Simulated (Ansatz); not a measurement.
A made-up structure of CH₃MgS, doublet:

C1  (-0.616, -0.061, -0.352)
S2  (0.096, -1.718, 0.013)
Mg3  (0.837, 0.036, 0.476)
H4  (-0.452, 0.384, -1.393)
H5  (-1.431, 0.347, 0.341)
H6  (1.566, 1.011, 0.915)
(Å)

It is relaxed with PBE-D4/def2-SVP and then PBE0-D4/def2-TZVP (Ansatz 0.2.0). Atoms count as bonded within 1.22 times the sum of their covalent radii (H–H: 0.88 Å). The end point is not checked to be a true minimum.

Does its bonding change? (Judge from chemistry; the calculation decides.)

The calculation gives: No: no bond forms or breaks.

Where it ends: The first stage lowers the energy by 4.97 eV in 7 steps. It ends as CH₃MgS ([CH2]1[MgH][S]1):
```json
{"atom": "C1", "x (Å)": "-0.8546", "y (Å)": "-0.1764", "z (Å)": "-0.4899"}
{"atom": "S2", "x (Å)": "-0.0615", "y (Å)": "-1.6550", "z (Å)": "-0.0744"}
{"atom": "Mg3", "x (Å)": "1.1552", "y (Å)": "0.1951", "z (Å)": "0.6608"}
{"atom": "H4", "x (Å)": "-0.7999", "y (Å)": "0.1950", "z (Å)": "-1.5106"}
{"atom": "H5", "x (Å)": "-1.7087", "y (Å)": "0.1586", "z (Å)": "0.0940"}
{"atom": "H6", "x (Å)": "2.2695", "y (Å)": "1.2827", "z (Å)": "1.3201"}
```

Labels in which every atom is bracketed show which atoms are joined, not bond orders.

For scale, one of the runs: PBE0-D4/def2-TZVP relaxation, 118 basis functions, launched by `ansatz run in.yaml --threads 2 --pin off --events-out ev --progress --plain --max-ram 4352MiB`. Hardware: 2 CPU threads of an Arm Neoverse V1, shared host. Wall time about 21 s.
